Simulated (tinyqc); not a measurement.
Inside a calculation. Method: Pariser-Parr-Pople SCF with singles CI, for the molecule NC(O)=CO (SMILES; centres numbered as the heavy atoms are written). One step of it, computed by the program tinyqc.

Question. Iteration 1: Fock matrix. F_rr = H_rr + P_rr gamma_rr / 2 + sum_(s != r) P_ss gamma_rs; F_rs = H_rs - P_rs gamma_rs / 2; E = tr P (H + F) / 2 + core repulsion sum_(r<s) z_r z_s gamma_rs.

P at the start:
```
           1N         2C         3O         4C         5O
1N   1.761454   0.451331  -0.238546  -0.353182   0.186670
2C   0.451331   1.146076   0.451331   0.668225  -0.353182
3O  -0.238546   0.451331   1.761454  -0.353182   0.186670
4C  -0.353182   0.668225  -0.353182   1.477092   0.276377
5O   0.186670  -0.353182   0.186670   0.276377   1.853924
```

core matrix H (eV):
```
            1N          2C          3O          4C          5O
1N  -58.314454   -2.240000    0.000000    0.000000    0.000000
2C   -2.240000  -63.842498   -2.240000   -2.390000    0.000000
3O    0.000000   -2.240000  -68.628939    0.000000    0.000000
4C    0.000000   -2.390000    0.000000  -58.206209   -2.240000
5O    0.000000    0.000000    0.000000   -2.240000  -64.901639
```

repulsion gamma_rs (eV):
```
           1N         2C         3O         4C         5O
1N  16.800000   8.283102   5.672336   5.466427   3.810126
2C   8.283102  11.130000   8.700754   7.554960   5.579912
3O   5.672336   8.700754  21.500000   5.580617   5.001447
4C   5.466427   7.554960   5.580617  11.130000   8.698581
5O   3.810126   5.579912   5.001447   8.698581  21.500000
```

Centres (angstrom, eV; a flat drawing with bonds scaled to 1.40 angstrom):
```
centre          x          y  core charge z          W   gamma_rr
1N       1.697000  -0.700000              2  25.600000  16.800000
2C       0.485000   0.000000              1  11.160000  11.130000
3O       0.485000   1.400000              2  33.000000  21.500000
4C      -0.727000  -0.700000              1  11.160000  11.130000
5O      -1.940000   0.000000              2  33.000000  21.500000
```

Give: F; pi energy.

Answer.

F (eV):
```
        1N      2C       3O      4C       5O
1N  -8.896  -4.109    0.677   0.965   -0.356
2C  -4.109  -6.044   -4.203  -4.914    0.985
3O   0.677  -4.203  -12.215   0.985   -0.467
4C   0.965  -4.914    0.985  -5.742   -3.442
5O  -0.356   0.985   -0.467  -3.442  -10.207
```

pi energy = -150.762 eV
